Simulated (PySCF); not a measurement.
## Si: ionisation energy

Si [Ne] 3s2 3p2 (3P) → Si⁺ [Ne] 3s2 3p1 (2P), as a difference of total energies. All numbers are calculated (PySCF 2.14, the non-relativistic Hamiltonian (point nucleus), in cc-pV(D+d)Z (4s3p2d, 23 functions)). Correlated levels: valence: [Ne] frozen. The calculations carry no spin-orbit coupling.

```
           method  ionisation energy (eV)
              UHF                   7.641
             BP86                   8.259
             MN15                   8.069
    MP2 (valence)                   7.921
SCS-MP2 (valence)                   7.848
   CCSD (valence)                   7.942
CCSD(T) (valence)                   7.953
```

Task: How much does correlation contribute at CCSD(T) (valence)?

Result: 7.953 − (7.641) = 0.312 eV, measured against UHF.

Errors of the correlated levels include the incompleteness of this basis and the frozen core.

For comparison: 8.157 eV (measured; NIST levels, between the centres of gravity of the two terms).
